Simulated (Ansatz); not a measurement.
Born–Oppenheimer molecular dynamics of CH7B (9 atoms, charge 0, multiplicity 1). It starts at the highest image of a converged band, a first-order saddle point between two minima.

These are results of RKS PBE0-D4/def2-SVP (Ansatz 0.2.0), not measurements.

```yaml
ensemble: NVE (velocity Verlet)
time_step: 0.5 fs
steps_asked: 200
starting_velocities_drawn_for: 300 K
seed: 3051
```

First frame:

```xyz
9
Properties=species:S:1:pos:R:3
B -0.036 -0.384 0.188
C -0.012 0.046 1.898
H -0.964 -0.050 2.438
H 0.805 -0.356 2.515
H 0.186 1.114 1.747
H 1.071 -0.199 -0.254
H -1.040 0.085 -0.286
H -0.208 -1.654 0.145
H -0.152 -1.175 1.163
```

Task: How far do the bonds stretch over the last three quarters of this one trajectory? (Pairs bonded in most of those frames.)

Result: 
| bond | mean (Å) | spread (Å) | shortest | longest |
| --- | --- | --- | --- | --- |
| B1–H6 | 1.209 | 0.020 | 1.18 | 1.24 |
| B1–H7 | 1.209 | 0.018 | 1.18 | 1.24 |
| B1–H8 | 1.212 | 0.022 | 1.17 | 1.24 |
| C2–H3 | 1.101 | 0.026 | 1.05 | 1.15 |
| C2–H4 | 1.104 | 0.036 | 1.05 | 1.16 |
| C2–H5 | 1.098 | 0.013 | 1.07 | 1.13 |
| C2–H9 | 1.119 | 0.052 | 1.04 | 1.24 |

Mean temperature of the second half: 679 K. The conserved energy stayed within 0.24 meV per atom of its start (net change 0.15 meV per atom), so the integration is sound. The kinetic energy rose, since the run started high on the potential surface and went downhill. It ends in pieces (BH3 + CH4), so much of that is their flight and rotation, not heat. A run of 0.1 ps of so small a system gives no equilibrium averages. The orbitals stay closed-shell, which can raise the energy where a bond breaks towards radicals; this wasn't checked here.

Time of the run: 4.5 min on 1 thread of Arm Neoverse V1 (shared host), peak memory 0.1 GiB.
